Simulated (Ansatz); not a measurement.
## A computed series for MgO: pressure series

Base system: MgO in the rock salt structure (space group Fm-3m, No. 225; a = 4.254 Å).

Cell and atoms are relaxed at each pressure.

All numbers come from Kohn–Sham DFT with the PBE functional, run in Ansatz (an electronic-structure program) with PAW and 420 eV plane waves, no spin-orbit coupling.

| P (GPa) | V (Å³/atom) |
|---|---|
| -2.00 | 9.755 |
| -1.00 | 9.687 |
| 0.28 | 9.603 |
| 0.68 | 9.578 |
| 1.50 | 9.527 |
| 3.00 | 9.437 |
| 5.00 | 9.324 |
| 7.50 | 9.191 |
| 10.00 | 9.067 |

Fit a third-order Birch–Murnaghan equation of state.

Least squares on P(V) = (3B₀/2)[(V₀/V)^(7/3) − (V₀/V)^(5/3)]·[1 + (3/4)(B₀′ − 4)((V₀/V)^(2/3) − 1)] gives V₀ = 9.62 Å³/atom, B₀ = 149 GPa and B₀′ = 4.1.

Measured bulk modulus of MgO: 169.8 GPa (static lattice; corrected from measurement; as listed in Daniel Mejia-Rodriguez, S. B. Trickey, Phys. Rev. B (2018)); the computed value is 12 % below it.

Between the base and pressure 10 GPa the gap moves from 4.46 eV to 5.04 eV, a mean slope of 58 meV/GPa.

Load acts through the strain it causes; cell and atoms are relaxed under it. No phonon test of stability was made. No other phases were tried under pressure. The base started in P3_121 and relaxed to Fm-3m at this level.
